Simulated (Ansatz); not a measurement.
This geometry of C₃H₅ClO (10 atoms, charge 0, multiplicity 1) is a first-order saddle point.

Computed with RKS PBE0/def2-SVP (Ansatz).

```xyz
10
Properties=species:S:1:pos:R:3
C -0.703 -0.812 -0.980
C -0.580 -0.424 0.288
C 0.416 0.602 0.767
O 1.711 0.353 0.413
Cl -0.132 2.256 0.170
H -0.112 -0.363 -1.787
H -1.421 -1.581 -1.273
H -1.219 -0.866 1.060
H 0.389 0.704 1.858
H 1.735 0.080 -0.512
```

**Question.** Which two structures does it join? (They come from a converged band through this point; their orientation in space is the band's.)

**Answer.** No bond is made or broken. The dihedral C1–C2–C3–O4 goes from -127 to 10°.

Image 0:

```xyz
10
Properties=species:S:1:pos:R:3
C -1.028 -0.694 -0.975
C -0.337 -0.562 0.154
C 0.380 0.659 0.656
O 1.690 0.396 0.970
Cl 0.243 2.047 -0.518
H -1.143 0.146 -1.665
H -1.499 -1.645 -1.236
H -0.228 -1.411 0.841
H -0.096 1.037 1.572
H 2.102 -0.025 0.204
```

Image 6:

```xyz
10
Properties=species:S:1:pos:R:3
C -0.598 -1.106 -0.806
C -0.741 -0.113 0.071
C 0.416 0.568 0.737
O 1.644 0.254 0.235
Cl 0.099 2.379 0.648
H 0.391 -1.487 -1.077
H -1.466 -1.583 -1.267
H -1.732 0.248 0.362
H 0.437 0.359 1.816
H 1.633 0.430 -0.715
```

**Question.** How far does it lie above each of them?

**Answer.** 0.144 eV above the first and 0.186 eV above the second. This is the barrier of this one path; another mechanism may lie lower.

The run took 3.1 min on 2 threads of Arm Neoverse V1 (shared host), peak memory 0.21 GiB.
